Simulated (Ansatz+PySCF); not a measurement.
**triplet SO: levels of theory in one basis**

```
atom   x (Å)   y (Å)    z (Å)
   S  0.0000  0.0000  -0.4606
   O  0.0000  0.0000   0.9212
```

Basis set: def2-SVP (spherical functions). Correlated methods keep 6 orbitals frozen. Correlation on ROHF uses semicanonical orbitals with singles. Charge 0, multiplicity 3.

Computed with Ansatz (development build ahead of 0.2.0); each method stands on the lowest determinant of its kind that the runs found. NEVPT2 correlates all electrons. Active spaces start from the frontier orbitals, and the lowest solution found is given.

```tsv
method	E − E(ROHF) (eV)	<S²> of the determinant
ROHF	0.00	2.00
UHF	-0.35	2.03
ROHF-MP2	-8.14	–
ROHF-CCSD	-8.31	–
UHF-CCSD	-8.33	2.03
ROHF-CCSD(T)	-8.55	–
UHF-CCSD(T)	-8.55	2.03
CASSCF(12,8)	-1.43	–
SC-NEVPT2(12,8)	-7.65	–
```

(1) What does UHF-MP2 give on the same scale?

(2) Is a single determinant a sound starting point here?

Results:

(1) -7.95 eV.

(2) By this sign, yes. Unrestricted orbitals gain 0.35 eV and <S²> is 2.03 against 2.00 for a pure state. The CASSCF(12,8) natural occupations are 2.00, 2.00, 1.98, 1.98, 1.98, 1.02, 1.02, 0.03.
